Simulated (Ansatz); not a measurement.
# AlH₄+ (singlet): PBE, r2SCAN, PBE0, B3LYP, wB97M-V, B2PLYP, RPA-PBE over vertical gaps between states, cc-pVDZ, part 1 of 2

How well do these functionals follow the top wave-function level for AlH₄+ (singlet) over vertical gaps between states?

The runs use Ansatz 0.2.0, Gaussian basis; cc-pVDZ, all electrons in the functionals, frozen cores in the correlation of double hybrids and RPA.

Plan: PBE, r2SCAN, PBE0, B3LYP, wB97M-V, B2PLYP, RPA-PBE, at charge 1, singlet; charge 1, triplet.

12 further runs of the same task are left out: 5 for a known fault of the program, 1 that didn't finish, 6 set aside as unsound or not needed.

## Step 1: What is computed

The geometry is a PBE0/def2-TZVP stationary point (not a proven minimum).

5 atoms, charge 1, spin multiplicity 1.

Atoms are counted from 1 here; the program's logs count them from 0.

Bond lengths: Al1–H4 1.552 Å, Al1–H5 1.552 Å, H2–H3 0.770 Å. Angles: H4–Al1–H5 164.0°.

Geometry (Å):

```
Al    0.0000    0.0000   -0.1186
H     0.0000   -0.3848    1.9224
H     0.0000    0.3848    1.9224
H     0.0000    1.5369   -0.3348
H     0.0000   -1.5369   -0.3348
```

No dispersion term is added; wB97M-V holds VV10 nonlocal correlation. B3LYP takes the VWN-RPA correlation.

The geometry shown and the zero of energy belong to the point charge 1, singlet. The yardstick, FCI, and other wave-function levels (R restricted, U unrestricted, valence and pair active spaces) come from earlier runs.

## Step 2: PBE, charge 1, singlet

in.yaml

```yaml
crystal:
  periodic: [false, false, false]
  atoms:
    - {symbol: Al, position_ang: [0.000000, 0.000000, -0.118619]}
    - {symbol: H, position_ang: [0.000000, -0.384792, 1.922431]}
    - {symbol: H, position_ang: [0.000000, 0.384794, 1.922430]}
    - {symbol: H, position_ang: [0.000000, 1.536935, -0.334772]}
    - {symbol: H, position_ang: [0.000000, -1.536935, -0.334770]}
basis:
  gaussian: {orbitals: cc-pVDZ}
total_charge: 1
hamiltonian: {xc: {name: PBE}}
output: {orbitals: {seedname: orbitals}}
```

Command:

```sh
$ ansatz run in.yaml --threads 1 --pin off --events-out ev --progress --plain --max-ram 2176MiB
```

Log:

```text
Functional definition: PBE
  name "PBE"
  cite "Perdew, Burke & Ernzerhof, Phys. Rev. Lett. 77, 3865 (1996) doi:10.1103/PhysRevLett.77.3865"
  parent pbe
  parameter kappa = 0.804
  parameter beta = 0.06672455060314922
  exchange = pbe_x(kappa = kappa, mu = beta*pi^2/3)
  correlation = pbe_c(beta = beta)
485 factors; their error is unknown
mean field evaluation 1: about -6647.2877 eV, gradient 1.6e1 eV
mean field evaluation 2: about -6648.1142 eV, gradient 7.6e0 eV
mean field evaluation 4: about -6648.3958 eV, gradient 6.8e-2 eV
mean field evaluation 8: about -6648.3731 eV, gradient 1.5e-4 eV
mean field -6648.37310817 eV, -244.3232052960 hartree, gradient 1.4e-5 eV, S^2 0.000000; 0 other end points of the search recorded, 0 dependent functions left out
reference -6648.37314552 eV, -244.3232066688 hartree; 8, 8 occupied and 30, 30 virtual orbitals, 485 factors
Total energy: -6648.37314552 eV, -244.3232066688 hartree
```

Run time: 0.24 s. Hardware: 1 thread of AMD EPYC 9R45, shared host.

## Step 3: PBE, charge 1, triplet

Changes to in.yaml since step 2:

```diff
@@ -11,2 +11,3 @@
 total_charge: 1
+magnetization: {spin_polarized: true, initial_magnetization: 2}
 hamiltonian: {xc: {name: PBE}}
```

The command is unchanged.

Log:

```text
Functional definition: PBE
  name "PBE"
  cite "Perdew, Burke & Ernzerhof, Phys. Rev. Lett. 77, 3865 (1996) doi:10.1103/PhysRevLett.77.3865"
  parent pbe
  parameter kappa = 0.804
  parameter beta = 0.06672455060314922
  exchange = pbe_x(kappa = kappa, mu = beta*pi^2/3)
  correlation = pbe_c(beta = beta)
485 factors; their error is unknown
mean field evaluation 1: about -6640.7748 eV, gradient 9.9e0 eV
mean field evaluation 2: about -6642.3476 eV, gradient 7.8e0 eV
mean field evaluation 4: about -6643.0367 eV, gradient 4.3e-1 eV
mean field evaluation 8: about -6643.0167 eV, gradient 1.4e-2 eV
mean field evaluation 16: about -6640.7748 eV, gradient 9.9e0 eV
mean field evaluation 32: about -6642.1125 eV, gradient 1.1e-1 eV
mean field -6643.01668870 eV, -244.1263605114 hartree, gradient 9.5e-6 eV, S^2 2.004892; 3 other end points of the search recorded, 0 dependent functions left out
reference -6643.01673218 eV, -244.1263621093 hartree; 9, 7 occupied and 29, 31 virtual orbitals, 485 factors
Total energy: -6643.01673218 eV, -244.1263621093 hartree
```

It took 1 s on 1 thread of AMD EPYC 9R45, shared host.

From the report: ⟨S²⟩ of the determinant 2.005 (pure triplet: 2.00).

From charge 1, singlet: +5.356 eV.

## Step 4: r2SCAN, charge 1, singlet

Changes to in.yaml since step 3:

```diff
@@ -11,4 +11,3 @@
 total_charge: 1
-magnetization: {spin_polarized: true, initial_magnetization: 2}
-hamiltonian: {xc: {name: PBE}}
-output: {orbitals: {seedname: orbitals}}
+hamiltonian: {xc: {name: r2SCAN}}
+output: {forces: true}
```

The command is unchanged.

Log:

```text
Functional definition: r2SCAN
  name "r2SCAN"
  cite "Furness, Kaplan, Ning, Perdew & Sun, J. Phys. Chem. Lett. 11, 8208 (2020) doi:10.1021/acs.jpclett.0c02405"
  cite "Furness, Kaplan, Ning, Perdew & Sun, J. Phys. Chem. Lett. 11, 9248 (2020) doi:10.1021/acs.jpclett.0c03077"
  parent r2scan
  parameter k0 = 0.174
  parameter k1 = 0.065
  parameter a1 = 4.9479
  exchange = r2scan_x(k0 = k0, k1 = k1, a1 = a1)
  correlation = r2scan_c
485 factors; their error is unknown
mean field evaluation 1: about -6650.9593 eV, gradient 1.2e1 eV
mean field evaluation 2: about -6651.5026 eV, gradient 4.8e0 eV
mean field evaluation 4: about -6651.6089 eV, gradient 3.8e-2 eV
mean field evaluation 8: about -6651.5864 eV, gradient 1.6e-3 eV
mean field -6651.58637712 eV, -244.4412907521 hartree, gradient 3.6e-5 eV, S^2 0.000000; 0 other end points of the search recorded, 0 dependent functions left out
the calculation of the forces begins
reference -6651.58638832 eV, -244.4412911637 hartree; 8, 8 occupied and 30, 30 virtual orbitals, 485 factors
Total energy: -6651.58638832 eV, -244.4412911637 hartree
Atom 0 at     0.000000     0.000000    -0.118619 Å, force     0.000000     0.000000    -0.018661 eV/Å
Atom 1 at     0.000000    -0.384792     1.922431 Å, force    -0.000000    -0.305180     0.026994 eV/Å
Atom 2 at     0.000000     0.384794     1.922430 Å, force     0.000000     0.305180     0.026994 eV/Å
Atom 3 at     0.000000     1.536935    -0.334772 Å, force    -0.000000     0.100099    -0.017664 eV/Å
Atom 4 at     0.000000    -1.536935    -0.334770 Å, force    -0.000000    -0.100099    -0.017664 eV/Å
Dipole moment:     0.000000    -0.000000     0.226209 e Å
```

It took 0.54 s on 1 thread of AMD EPYC 9R45, shared host.

## Step 5: r2SCAN, charge 1, triplet

Changes to in.yaml since step 4:

```diff
@@ -11,3 +11,3 @@
 total_charge: 1
+magnetization: {spin_polarized: true, initial_magnetization: 2}
 hamiltonian: {xc: {name: r2SCAN}}
-output: {forces: true}
```

Launched as before.

Log:

```text
Functional definition: r2SCAN
  name "r2SCAN"
  cite "Furness, Kaplan, Ning, Perdew & Sun, J. Phys. Chem. Lett. 11, 8208 (2020) doi:10.1021/acs.jpclett.0c02405"
  cite "Furness, Kaplan, Ning, Perdew & Sun, J. Phys. Chem. Lett. 11, 9248 (2020) doi:10.1021/acs.jpclett.0c03077"
  parent r2scan
  parameter k0 = 0.174
  parameter k1 = 0.065
  parameter a1 = 4.9479
  exchange = r2scan_x(k0 = k0, k1 = k1, a1 = a1)
  correlation = r2scan_c
485 factors; their error is unknown
mean field evaluation 1: about -6645.8323 eV, gradient 5.6e0 eV
mean field evaluation 2: about -6646.1181 eV, gradient 1.8e0 eV
mean field evaluation 4: about -6646.1568 eV, gradient 9.6e-2 eV
mean field evaluation 8: about -6646.1353 eV, gradient 5.6e-3 eV
mean field evaluation 16: about -6646.1353 eV, gradient 1.1e-5 eV
mean field evaluation 32: about -6645.6070 eV, gradient 1.5e0 eV
mean field -6646.13528740 eV, -244.2409668995 hartree, gradient 6.1e-6 eV, S^2 2.010171; 4 other end points of the search recorded, 0 dependent functions left out
reference -6646.13530363 eV, -244.2409674962 hartree; 9, 7 occupied and 29, 31 virtual orbitals, 485 factors
Total energy: -6646.13530363 eV, -244.2409674962 hartree
```

Wall time 1.8 s (1 thread of AMD EPYC 9R45, shared host).

From the report: ⟨S²⟩ of the determinant 2.010 (pure triplet: 2.00).

From charge 1, singlet: +5.451 eV.

## Step 6: PBE0, charge 1, singlet

Changes to in.yaml since step 5:

```diff
@@ -11,3 +11,3 @@
 total_charge: 1
-magnetization: {spin_polarized: true, initial_magnetization: 2}
-hamiltonian: {xc: {name: r2SCAN}}
+hamiltonian: {xc: {name: PBE0}}
+output: {forces: true, orbitals: {seedname: orbitals}}
```

Launched as before.

Log:

```text
Functional definition: PBE0
  name "PBE0"
  cite "Adamo & Barone, J. Chem. Phys. 110, 6158 (1999) doi:10.1063/1.478522"
  cite "Perdew, Burke & Ernzerhof, Phys. Rev. Lett. 77, 3865 (1996) doi:10.1103/PhysRevLett.77.3865"
  parent pbe
  parameter a = 0.25
  parameter kappa = 0.804
  parameter beta = 0.06672455060314922
  exchange = (1 - a)*pbe_x(kappa = kappa, mu = beta*pi^2/3) + a*exact_x
  correlation = pbe_c(beta = beta)
350 factors; integrals over basis functions are off by at most 1.6e-3 eV
mean field evaluation 1: about -6648.8134 eV, gradient 9.7e0 eV
mean field evaluation 2: about -6649.1699 eV, gradient 2.5e0 eV
mean field evaluation 4: about -6649.1978 eV, gradient 3.4e-1 eV
mean field evaluation 8: about -6649.1965 eV, gradient 2.8e-4 eV
mean field -6649.19647685 eV, -244.3534635371 hartree, gradient 3.3e-5 eV, S^2 0.000000; 0 other end points of the search recorded, 0 dependent functions left out
the calculation of the forces begins
reference -6649.19650450 eV, -244.3534645531 hartree; 8, 8 occupied and 30, 30 virtual orbitals, 350 factors
Total energy: -6649.19650450 eV, -244.3534645531 hartree
Atom 0 at     0.000000     0.000000    -0.118619 Å, force    -0.000000     0.000000    -0.055637 eV/Å
Atom 1 at     0.000000    -0.384792     1.922431 Å, force     0.000000    -0.401192     0.042858 eV/Å
Atom 2 at     0.000000     0.384794     1.922430 Å, force    -0.000000     0.401192     0.042858 eV/Å
Atom 3 at     0.000000     1.536935    -0.334772 Å, force     0.000000     0.145397    -0.015039 eV/Å
Atom 4 at     0.000000    -1.536935    -0.334770 Å, force     0.000000    -0.145397    -0.015039 eV/Å
Dipole moment:     0.000000    -0.000000     0.217045 e Å
```

Run time: 0.36 s. Hardware: 1 thread of AMD EPYC 9R45, shared host.

## Step 7: PBE0, charge 1, triplet

Changes to in.yaml since step 6:

```diff
@@ -11,3 +11,4 @@
 total_charge: 1
+magnetization: {spin_polarized: true, initial_magnetization: 2}
 hamiltonian: {xc: {name: PBE0}}
-output: {forces: true, orbitals: {seedname: orbitals}}
+output: {orbitals: {seedname: orbitals}}
```

Launched as before.

Log:

```text
Functional definition: PBE0
  name "PBE0"
  cite "Adamo & Barone, J. Chem. Phys. 110, 6158 (1999) doi:10.1063/1.478522"
  cite "Perdew, Burke & Ernzerhof, Phys. Rev. Lett. 77, 3865 (1996) doi:10.1103/PhysRevLett.77.3865"
  parent pbe
  parameter a = 0.25
  parameter kappa = 0.804
  parameter beta = 0.06672455060314922
  exchange = (1 - a)*pbe_x(kappa = kappa, mu = beta*pi^2/3) + a*exact_x
  correlation = pbe_c(beta = beta)
350 factors; integrals over basis functions are off by at most 1.6e-3 eV
mean field evaluation 1: about -6643.3280 eV, gradient 4.8e0 eV
mean field evaluation 2: about -6643.5649 eV, gradient 1.3e0 eV
mean field evaluation 4: about -6643.5843 eV, gradient 2.5e-1 eV
mean field evaluation 8: about -6643.5859 eV, gradient 1.8e-3 eV
mean field evaluation 16: about -6642.9655 eV, gradient 3.1e0 eV
mean field -6643.58590764 eV, -244.1472789215 hartree, gradient 1.5e-5 eV, S^2 2.011977; 2 other end points of the search recorded, 0 dependent functions left out
reference -6643.58594002 eV, -244.1472801115 hartree; 9, 7 occupied and 29, 31 virtual orbitals, 350 factors
Total energy: -6643.58594002 eV, -244.1472801115 hartree
```

Run time: 0.6 s. Hardware: 1 thread of AMD EPYC 9R45, shared host.

From the report: ⟨S²⟩ of the determinant 2.012 (pure triplet: 2.00).

From charge 1, singlet: +5.611 eV.

## Step 8: B3LYP, charge 1, singlet

Changes to in.yaml since step 7:

```diff
@@ -11,4 +11,2 @@
 total_charge: 1
-magnetization: {spin_polarized: true, initial_magnetization: 2}
-hamiltonian: {xc: {name: PBE0}}
-output: {orbitals: {seedname: orbitals}}
+hamiltonian: {xc: {name: B3LYP}}
```

The command is unchanged.

Log:

```text
Functional definition: B3LYP
  name "B3LYP"
  cite "Stephens, Devlin, Chabalowski & Frisch, J. Phys. Chem. 98, 11623 (1994) doi:10.1021/j100096a001"
  cite "Becke, Phys. Rev. A 38, 3098 (1988) doi:10.1103/PhysRevA.38.3098"
  cite "Lee, Yang & Parr, Phys. Rev. B 37, 785 (1988) doi:10.1103/PhysRevB.37.785"
  cite "Vosko, Wilk & Nusair, Can. J. Phys. 58, 1200 (1980) doi:10.1139/p80-159"
  parameter a0 = 0.2
  parameter ax = 0.72
  parameter ac = 0.81
  exchange = (1 - a0 - ax)*slater_x + ax*b88_x + a0*exact_x
  correlation = (1 - ac)*vwn_rpa_c + ac*lyp_c
350 factors; integrals over basis functions are off by at most 1.6e-3 eV
mean field evaluation 1: about -6652.7020 eV, gradient 1.2e1 eV
mean field evaluation 2: about -6653.2401 eV, gradient 3.8e0 eV
mean field evaluation 4: about -6653.3059 eV, gradient 2.2e-2 eV
mean field evaluation 8: about -6653.3042 eV, gradient 1.2e-5 eV
mean field -6653.30422051 eV, -244.5044203323 hartree, gradient 1.3e-5 eV, S^2 0.000000; 0 other end points of the search recorded, 0 dependent functions left out
reference -6653.30443638 eV, -244.5044282653 hartree; 8, 8 occupied and 30, 30 virtual orbitals, 350 factors
Total energy: -6653.30443638 eV, -244.5044282653 hartree
```

It took 0.27 s on 1 thread of AMD EPYC 9R45, shared host.

## Step 9: B3LYP, charge 1, triplet

Changes to in.yaml since step 8:

```diff
@@ -11,2 +11,3 @@
 total_charge: 1
+magnetization: {spin_polarized: true, initial_magnetization: 2}
 hamiltonian: {xc: {name: B3LYP}}
```

The command is unchanged.

Log:

```text
Functional definition: B3LYP
  name "B3LYP"
  cite "Stephens, Devlin, Chabalowski & Frisch, J. Phys. Chem. 98, 11623 (1994) doi:10.1021/j100096a001"
  cite "Becke, Phys. Rev. A 38, 3098 (1988) doi:10.1103/PhysRevA.38.3098"
  cite "Lee, Yang & Parr, Phys. Rev. B 37, 785 (1988) doi:10.1103/PhysRevB.37.785"
  cite "Vosko, Wilk & Nusair, Can. J. Phys. 58, 1200 (1980) doi:10.1139/p80-159"
  parameter a0 = 0.2
  parameter ax = 0.72
  parameter ac = 0.81
  exchange = (1 - a0 - ax)*slater_x + ax*b88_x + a0*exact_x
  correlation = (1 - ac)*vwn_rpa_c + ac*lyp_c
350 factors; integrals over basis functions are off by at most 1.6e-3 eV
mean field evaluation 1: about -6645.9675 eV, gradient 7.9e0 eV
mean field evaluation 2: about -6646.6571 eV, gradient 4.1e0 eV
mean field evaluation 4: about -6646.8487 eV, gradient 4.2e-1 eV
mean field evaluation 8: about -6646.8593 eV, gradient 8.8e-3 eV
mean field evaluation 16: about -6646.8593 eV, gradient 1.9e-5 eV
mean field evaluation 32: about -6646.8593 eV, gradient 9.9e-4 eV
mean field -6647.60668569 eV, -244.2950397894 hartree, gradient 1.1e-5 eV, S^2 2.011450; 3 other end points of the search recorded, 0 dependent functions left out
reference -6647.60690805 eV, -244.2950479612 hartree; 9, 7 occupied and 29, 31 virtual orbitals, 350 factors
Total energy: -6647.60690805 eV, -244.2950479612 hartree
```

Wall time 1.2 s (1 thread of AMD EPYC 9R45, shared host).

From the report: ⟨S²⟩ of the determinant 2.011 (pure triplet: 2.00).

From charge 1, singlet: +5.698 eV.

## Step 10: wB97M-V, charge 1, singlet

Changes to in.yaml since step 9:

```diff
@@ -11,3 +11,3 @@
 total_charge: 1
-magnetization: {spin_polarized: true, initial_magnetization: 2}
-hamiltonian: {xc: {name: B3LYP}}
+hamiltonian: {xc: {name: wB97M-V}}
+output: {forces: true, orbitals: {seedname: orbitals}}
```

Launched as before.

Log:

```text
Functional definition: wB97M-V
  name "wB97M-V"
  cite "Mardirossian & Head-Gordon, J. Chem. Phys. 144, 214110 (2016) doi:10.1063/1.4952647"
  cite "Becke, J. Chem. Phys. 107, 8554 (1997) doi:10.1063/1.475007"
  cite "Vydrov & Van Voorhis, J. Chem. Phys. 133, 244103 (2010) doi:10.1063/1.3521275"
  # Of w^i u^j: cxij and so on, Table III.
  parameter omega = 0.3/bohr
  parameter cx = 0.15
  parameter cx01 = 1.007
  parameter cx10 = 0.259
  parameter css00 = 0.443
  parameter css04 = -1.437
  parameter css10 = -4.535
  parameter css20 = -3.390
  parameter css43 = 4.278
  parameter cos00 = 1.000
  parameter cos10 = 1.358
  parameter cos20 = 2.924
  parameter cos21 = -8.812
  parameter cos60 = -1.390
  parameter cos61 = 9.142
  parameter b = 6.0
  parameter c = 0.01
  gx(w, u) = 1 - cx + cx01*u + cx10*w
  gss(w, u) = css00 + css04*u^4 + css10*w + css20*w^2 + css43*w^4*u^3
  gos(w, u) = cos00 + cos10*w + (cos20 + cos21*u)*w^2 + (cos60 + cos61*u)*w^6
  exchange = spin_sum(e_x_unif_sr(omega)*gx(b97_w, b97_u_x)) + cx*exact_x_sr(omega) + exact_x_lr(omega)
  correlation = spin_sum(e_c_pw_mod_same_spin*gss(b97_w, b97_u_same))
      + integral(e_c_pw_mod_opposite_spin*gos(b97_w_opposite, b97_u_opposite)) + vv10(b, c)
350 factors; integrals over basis functions are off by at most 1.6e-3 eV
146 factors; integrals over basis functions are off by at most 1.3e-5 eV
mean field evaluation 1: about -6651.3125 eV, gradient 7.5e0 eV
mean field evaluation 2: about -6651.5354 eV, gradient 1.1e0 eV
mean field evaluation 4: about -6651.5417 eV, gradient 2.7e-1 eV
mean field evaluation 8: about -6651.5422 eV, gradient 9.8e-4 eV
mean field -6651.54222600 eV, -244.4396682283 hartree, gradient 6.2e-5 eV, S^2 0.000000; 0 other end points of the search recorded, 0 dependent functions left out
the calculation of the forces begins
reference -6651.54227086 eV, -244.4396698769 hartree; 8, 8 occupied and 30, 30 virtual orbitals, 350 factors
Total energy: -6651.54227086 eV, -244.4396698769 hartree
Atom 0 at     0.000000     0.000000    -0.118619 Å, force     0.000000     0.000000    -0.213742 eV/Å
Atom 1 at     0.000000    -0.384792     1.922431 Å, force    -0.000000    -0.248588     0.101159 eV/Å
Atom 2 at     0.000000     0.384794     1.922430 Å, force    -0.000000     0.248588     0.101159 eV/Å
Atom 3 at     0.000000     1.536935    -0.334772 Å, force     0.000000    -0.048966     0.005712 eV/Å
Atom 4 at     0.000000    -1.536935    -0.334770 Å, force     0.000000     0.048966     0.005712 eV/Å
Dipole moment:     0.000000    -0.000000     0.217830 e Å
```

Run time: 1.1 s. Hardware: 1 thread of AMD EPYC 9R45, shared host.

## Step 11: wB97M-V, charge 1, triplet

Changes to in.yaml since step 10:

```diff
@@ -11,3 +11,4 @@
 total_charge: 1
+magnetization: {spin_polarized: true, initial_magnetization: 2}
 hamiltonian: {xc: {name: wB97M-V}}
-output: {forces: true, orbitals: {seedname: orbitals}}
+output: {orbitals: {seedname: orbitals}}
```

The command is unchanged.

Log:

```text
Functional definition: wB97M-V
  name "wB97M-V"
  cite "Mardirossian & Head-Gordon, J. Chem. Phys. 144, 214110 (2016) doi:10.1063/1.4952647"
  cite "Becke, J. Chem. Phys. 107, 8554 (1997) doi:10.1063/1.475007"
  cite "Vydrov & Van Voorhis, J. Chem. Phys. 133, 244103 (2010) doi:10.1063/1.3521275"
  # Of w^i u^j: cxij and so on, Table III.
  parameter omega = 0.3/bohr
  parameter cx = 0.15
  parameter cx01 = 1.007
  parameter cx10 = 0.259
  parameter css00 = 0.443
  parameter css04 = -1.437
  parameter css10 = -4.535
  parameter css20 = -3.390
  parameter css43 = 4.278
  parameter cos00 = 1.000
  parameter cos10 = 1.358
  parameter cos20 = 2.924
  parameter cos21 = -8.812
  parameter cos60 = -1.390
  parameter cos61 = 9.142
  parameter b = 6.0
  parameter c = 0.01
  gx(w, u) = 1 - cx + cx01*u + cx10*w
  gss(w, u) = css00 + css04*u^4 + css10*w + css20*w^2 + css43*w^4*u^3
  gos(w, u) = cos00 + cos10*w + (cos20 + cos21*u)*w^2 + (cos60 + cos61*u)*w^6
  exchange = spin_sum(e_x_unif_sr(omega)*gx(b97_w, b97_u_x)) + cx*exact_x_sr(omega) + exact_x_lr(omega)
  correlation = spin_sum(e_c_pw_mod_same_spin*gss(b97_w, b97_u_same))
      + integral(e_c_pw_mod_opposite_spin*gos(b97_w_opposite, b97_u_opposite)) + vv10(b, c)
350 factors; integrals over basis functions are off by at most 1.6e-3 eV
146 factors; integrals over basis functions are off by at most 1.3e-5 eV
mean field evaluation 1: about -6644.3381 eV, gradient 5.6e0 eV
mean field evaluation 2: about -6644.7259 eV, gradient 1.4e0 eV
mean field evaluation 4: about -6644.7934 eV, gradient 4.1e-1 eV
mean field evaluation 8: about -6644.8284 eV, gradient 1.1e-1 eV
mean field evaluation 16: about -6644.8299 eV, gradient 4.6e-5 eV
mean field evaluation 32: about -6645.3900 eV, gradient 1.5e0 eV
mean field -6645.49711580 eV, -244.2175145259 hartree, gradient 9.9e-6 eV, S^2 2.017176; 3 other end points of the search recorded, 0 dependent functions left out
reference -6645.49715725 eV, -244.2175160490 hartree; 9, 7 occupied and 29, 31 virtual orbitals, 350 factors
Total energy: -6645.49715725 eV, -244.2175160490 hartree
```

Run time: 3.9 s. Hardware: 1 thread of AMD EPYC 9R45, shared host.

From the report: ⟨S²⟩ of the determinant 2.017 (pure triplet: 2.00).

From charge 1, singlet: +6.045 eV.

## Step 12: B2PLYP, charge 1, singlet

Changes to in.yaml since step 11:

```diff
@@ -11,4 +11,3 @@
 total_charge: 1
-magnetization: {spin_polarized: true, initial_magnetization: 2}
-hamiltonian: {xc: {name: wB97M-V}}
-output: {orbitals: {seedname: orbitals}}
+hamiltonian: {xc: {name: B2PLYP}}
+correlation: {electrons: outside_noble_gas}
```

Launched as before.

Log:

```text
Functional definition: B2PLYP
  name "B2PLYP"
  cite "Grimme, J. Chem. Phys. 124, 034108 (2006) doi:10.1063/1.2148954"
  cite "Becke, Phys. Rev. A 38, 3098 (1988) doi:10.1103/PhysRevA.38.3098"
  cite "Lee, Yang & Parr, Phys. Rev. B 37, 785 (1988) doi:10.1103/PhysRevB.37.785"
  parameter a = 0.53
  parameter c = 0.27
  exchange = (1 - a)*b88_x + a*exact_x
  correlation = (1 - c)*lyp_c + c*(mp2_os + mp2_ss)
350 factors; integrals over basis functions are off by at most 1.6e-3 eV
mean field evaluation 1: about -6648.1705 eV, gradient 6.8e0 eV
mean field evaluation 2: about -6648.1697 eV, gradient 6.8e0 eV
mean field evaluation 4: about -6648.3586 eV, gradient 1.9e-1 eV
mean field evaluation 8: about -6648.3588 eV, gradient 1.8e-4 eV
mean field -6648.35877027 eV, -244.3226783881 hartree, gradient 1.4e-6 eV, S^2 0.000000; 0 other end points of the search recorded, 0 dependent functions left out
5 core orbitals not correlated: weight in the atoms' cores, before any rotation towards them, 1.000 or more for the frozen orbitals, at most 0.000 for the correlated occupied ones
reference -6648.35890597 eV, -244.3226833747 hartree; 3, 3 occupied and 30, 30 virtual orbitals, 350 factors
second order -2.68685586 eV of doubles, -0.00000000 eV of singles
Total energy: -6649.08435705 eV, -244.3493432103 hartree
```

Wall time 0.39 s (1 thread of AMD EPYC 9R45, shared host).

(Continued in part 2 of 2.)
